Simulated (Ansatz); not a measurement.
Al2H, quartet: bend scan

Starting geometry (PBE0/def2-TZVP stationary point for this spin, not checked as a minimum):

```yaml
atoms:
  - { symbol: Al, position_ang: [0.0000, 0.0000, 0.2591] }
  - { symbol: Al, position_ang: [0.0000, 0.0000, -2.1014] }
  - { symbol: H, position_ang: [0.0000, 0.0000, 1.8423] }
```

From there the angle named below is changed in its plane at fixed bond lengths, both arms turning rigidly about the middle atom; atoms are numbered as listed. Energies are in kcal/mol, counted from the starting geometry at the same level.

Basis 6-31G; Ansatz 0.2.0. Only valence electrons are correlated (noble-gas cores frozen). Prefix R: restricted or restricted open-shell reference; prefix U: unrestricted.

Full CI is exact within this basis and frozen core; it isn't the basis-set limit. The frozen core follows each run's orbitals, which can shift R against U totals by a few meV.

```csv
angle Al2-Al1-H3 (°),UHF
67.5,17.6
85.6,12.9
102.2,8.8
118.8,5.6
136.4,3.2
160.0,0.9
180.0,0.0
```

**Question.** Estimate the full CI curve in 6-31G from this one, knowing how UHF errs.

**Answer.** The computed full CI values, in kcal/mol from the starting point, and the error of UHF against them:
```
angle Al2-Al1-H3 (°)  full CI  UHF less full CI
                67.5     18.5              -0.9
                85.6     14.7              -1.8
               102.2     11.0              -2.2
               118.8      7.1              -1.5
               136.4      3.6              -0.4
               160.0      0.7               0.2
               180.0      0.0               0.0
```

The error spans 2.4 kcal/mol and is largest, -2.2 kcal/mol, at 102.2 °.
